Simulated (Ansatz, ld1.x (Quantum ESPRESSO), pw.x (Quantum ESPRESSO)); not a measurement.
# From atom to crystal: TM potential for Sc (Z = 21)

* Element: scandium (Sc)
* Generator: ld1.x (Quantum ESPRESSO) 7.5
* Type: norm-conserving Troullier–Martins (Kleinman–Bylander form)
* Functional: PBEsol
* Relativity: scalar-relativistic
* Frozen core: [Ar]
* Valence charge: 3
* Reference configuration: 3d1 4s2 4p0
* Partial waves: 4s (bound): rc 2.75 bohr; 3d (bound): rc 2.65 bohr; 4f channel at 0.05 Ry: rc 2.55 bohr; 4p (bound, empty): rc 3.00 bohr
* Local potential: the p channel
* Core correction: a·sin(br)/r model core inside 1.95 bohr

Crystal test: bcc Sc in pw.x 7.5, no spin, 13³ k-points, Fermi–Dirac smearing 0.01 Ry, cutoffs 50/200 Ry. The reference is all-electron LAPW (Ansatz 0.2.0) with the same functional, mesh and smearing; V0 and B0 come from Birch–Murnaghan fits to the pressures at five volumes. Errors are pseudo minus all-electron; Δ is the rms difference of the E(V) curves that follow from these fits, minima aligned, over ±6 % about the mean V0. Mesh and smearing are coarse, so the numbers serve the comparison and aren't converged zero-temperature values; the lattice is a test structure that the element need not adopt.

```tsv
V (Å³/atom)	P all-electron (GPa)	P pseudo (GPa)
22.786	3.09	29.41
23.385	1.49	27.13
23.985	0.05	25.03
24.585	-1.25	23.09
25.184	-2.42	21.30
```

All-electron: a0 = 3.635 Å (V0 = 24.01 Å³/atom), B0 = 54.6 GPa.

Pseudopotential: mean pressure error (GPa): +25.00. The pressure does not cross zero within the volumes sampled, so no fit is given. This is a poor potential for the solid. Note: ghost state, extra bound levels that the all-electron valence spectrum of the same l lacks: s at -15.5 eV. A true bound ghost makes a file unfit for plane-wave use. Atomic configuration tests: 2 of 7 tests not solved or not reliable.

**Question.** At the middle volume, how do free energy and pressure move when the wave cutoff is lowered (ecutrho kept at four times it)?

**Answer.**

| cutoff (Ry) | shift of F (meV/atom) | shift of P (GPa) |
| --- | --- | --- |
| 22 | +194.7 | -2.33 |
| 30 | +23.4 | -0.38 |
| 40 | +5.0 | -0.30 |

Input at the middle volume:

```
&control
  calculation='scf', prefix='x', pseudo_dir='./', outdir='./tmp', tstress=.true., disk_io='none'
/
&system
  ibrav=0, nat=1, ntyp=1, ecutwfc=50, ecutrho=200, nbnd=8,
  occupations='smearing', smearing='fd', degauss=0.01
/
&electrons
  conv_thr=1e-09, mixing_beta=0.4, electron_maxstep=70
/
ATOMIC_SPECIES
Sc 1.0 Sc.UPF
CELL_PARAMETERS angstrom
  -1.81674195 1.81674195 1.81674195
  1.81674195 -1.81674195 1.81674195
  1.81674195 1.81674195 -1.81674195
ATOMIC_POSITIONS crystal
Sc 0.0000 0.0000 0.0000
K_POINTS automatic
13 13 13 0 0 0
```

```bash
pw.x < Sc.scf.in > Sc.scf.out
```

Lines of the output:

```
Message from routine setup:
     using ibrav=0 with symmetry is DISCOURAGED, use correct ibrav instead
     lattice parameter (alat)  =       5.9464  a.u.
     unit-cell volume          =     161.8588 (a.u.)^3
     number of electrons       =         3.00
     number of Kohn-Sham states=            8
     kinetic-energy cutoff     =      50.0000  Ry
     charge density cutoff     =     200.0000  Ry
     scf convergence threshold =      1.0E-09
     Exchange-correlation= PBESOL
     number of k points=    84  Fermi-Dirac smearing, width (Ry)=  0.0100
     iteration #  1     ecut=    50.00 Ry     beta= 0.40
     total energy              =      -6.56871665 Ry
     estimated scf accuracy    <       0.85059884 Ry
     iteration #  2     ecut=    50.00 Ry     beta= 0.40
     total energy              =      -6.43032338 Ry
     estimated scf accuracy    <       0.22280335 Ry
     iteration #  3     ecut=    50.00 Ry     beta= 0.40
     total energy              =      -6.64003992 Ry
     estimated scf accuracy    <       0.33648159 Ry
     iteration #  4     ecut=    50.00 Ry     beta= 0.40
     total energy              =      -6.58283136 Ry
     estimated scf accuracy    <       0.82126869 Ry
     iteration #  5     ecut=    50.00 Ry     beta= 0.40
     total energy              =      -6.40022136 Ry
     estimated scf accuracy    <       0.50543163 Ry
     iteration #  6     ecut=    50.00 Ry     beta= 0.40
     total energy              =      -6.49451915 Ry
     estimated scf accuracy    <       0.00824195 Ry
     iteration #  7     ecut=    50.00 Ry     beta= 0.40
     total energy              =      -6.49588775 Ry
     estimated scf accuracy    <       0.00789326 Ry
     iteration #  8     ecut=    50.00 Ry     beta= 0.40
     total energy              =      -6.49098494 Ry
     estimated scf accuracy    <       0.01381320 Ry
     [... 2 iterations left out ...]
     iteration # 11     ecut=    50.00 Ry     beta= 0.40
     total energy              =      -6.49270250 Ry
     estimated scf accuracy    <       0.00011550 Ry
     iteration # 12     ecut=    50.00 Ry     beta= 0.40
     total energy              =      -6.49272013 Ry
     estimated scf accuracy    <       0.00000025 Ry
     iteration # 13     ecut=    50.00 Ry     beta= 0.40
     total energy              =      -6.49272180 Ry
     estimated scf accuracy    <       0.00000305 Ry
     iteration # 14     ecut=    50.00 Ry     beta= 0.40
     total energy              =      -6.49271942 Ry
     estimated scf accuracy    <       0.00001062 Ry
     iteration # 15     ecut=    50.00 Ry     beta= 0.40
     total energy              =      -6.49271970 Ry
     estimated scf accuracy    <       0.00000125 Ry
     iteration # 16     ecut=    50.00 Ry     beta= 0.40
     total energy              =      -6.49271986 Ry
     estimated scf accuracy    <       0.00000001 Ry
     iteration # 17     ecut=    50.00 Ry     beta= 0.40
     total energy              =      -6.49271984 Ry
     estimated scf accuracy    <       0.00000005 Ry
     iteration # 18     ecut=    50.00 Ry     beta= 0.40
     the Fermi energy is     5.4455 ev
!    total energy              =      -6.49271985 Ry
     estimated scf accuracy    <          1.1E-11 Ry
     smearing contrib. (-TS)   =      -0.01152389 Ry
     The total energy is F=E-TS. E is the sum of the following terms:
     one-electron contribution =       2.25784704 Ry
     hartree contribution      =       0.62554750 Ry
     xc contribution           =      -4.59445934 Ry
     ewald contribution        =      -4.77013116 Ry
     convergence has been achieved in  18 iterations
          total   stress  (Ry/bohr**3)                   (kbar)     P=      250.26
     Message from routine punch:
     Nothing written, as per user request (disk_io='none')
```

The run at the middle volume (84 k-points, 18 iterations) took about 13 s on one core of a shared host (Intel(R) Xeon(R) Platinum 8488C, 192 threads, 1488 GiB, load 69).
